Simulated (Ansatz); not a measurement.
## AsH4⁻, singlet: reading a ladder of total energies

Geometry: displaced at random from a stationary point.

```xyz
5

As    0.0366    0.0025    0.0006
H    -0.3746    0.0108    1.8421
H    -1.0574   -1.1610    0.0040
H    -0.9743    1.0626    0.0222
H    -0.3179   -0.0960   -1.9107
```

Basis aug-cc-pVDZ; Ansatz 0.2.0. Correlated methods freeze the noble-gas cores and the filled d shells of p-block atoms, which leaves 10 electrons in 58 orbitals. Prefix R: restricted or restricted open-shell reference. No spin–orbit coupling is included, and no scalar relativity.

Full CI isn't at hand for all of this; RCCSDT(Q) serves as the reference, and is uncertain by about the last step of the cluster series.

Runs differ by some tens of microhartree through their thresholds, so steps under 0.03 kcal/mol mean nothing.

```
    level  total energy (hartree)
      RHF            -2236.382731
     RMP2            -2236.553834
    RCCSD            -2236.589594
 RCCSD(T)            -2236.596495
   RCCSDT            -2236.597575
RCCSDT(Q)            -2236.597913
```

Problem. What is the correlation energy at RCCSDT(Q), and what share of it do RMP2 and RCCSDT recover?

Solution. E(corr) = -2236.597913 − (-2236.382731) = -0.215182 hartree = -5.855 eV. RMP2: -0.171103 / -0.215182 = 79.52 %. RCCSDT: -0.214844 / -0.215182 = 99.84 %.

Problem. By how many kcal/mol does RCCSD(T) miss RCCSDT(Q) (1 hartree = 627.509 kcal/mol), and which steps make up the rest?

Solution. -2236.596495 − (-2236.597913) = 0.001418 hartree = 0.89 kcal/mol. Steps: RCCSDT − RCCSD(T) = -0.68, RCCSDT(Q) − RCCSDT = -0.21 kcal/mol. Differences between like states or geometries often cancel part of this.
